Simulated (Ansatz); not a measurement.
Wavefunction ladder for `B[N]C` radical

```json
{"atom": "B1", "x (Å)": "-0.514", "y (Å)": "0.416", "z (Å)": "1.359"}
{"atom": "N2", "x (Å)": "-0.006", "y (Å)": "-0.130", "z (Å)": "0.255"}
{"atom": "C3", "x (Å)": "0.419", "y (Å)": "-0.375", "z (Å)": "-1.045"}
{"atom": "H4", "x (Å)": "-0.987", "y (Å)": "1.527", "z (Å)": "1.292"}
{"atom": "H5", "x (Å)": "-0.506", "y (Å)": "-0.178", "z (Å)": "2.406"}
{"atom": "H6", "x (Å)": "-0.092", "y (Å)": "-1.234", "z (Å)": "-1.493"}
{"atom": "H7", "x (Å)": "1.503", "y (Å)": "-0.528", "z (Å)": "-1.104"}
{"atom": "H8", "x (Å)": "0.183", "y (Å)": "0.502", "z (Å)": "-1.670"}
```

Charge 0, multiplicity 2. Geometry: relaxed with PBE0-D4/def2-TZVP. Frozen core, unrestricted reference, the Gaussian-basis code of Ansatz. CBS rows extrapolate triple and quadruple zeta; past MP2 they add the triple-zeta difference.

| basis | HF (Eh) | MP2 corr. | CCSD corr. | (T) | CCSD(T) total |
| --- | --- | --- | --- | --- | --- |
| def2-SVP | -119.79036 | -0.36669 | -0.41337 | -0.01205 | -120.21578 |
| def2-TZVPP | -119.92477 | -0.45274 | -0.49417 | -0.01885 | -120.43779 |
| def2-QZVPP | -119.93075 | -0.48355 | – | – | – |
| CBS(def2) | -119.93157 | -0.50638 | -0.54780 | as TZ | -120.49822 |
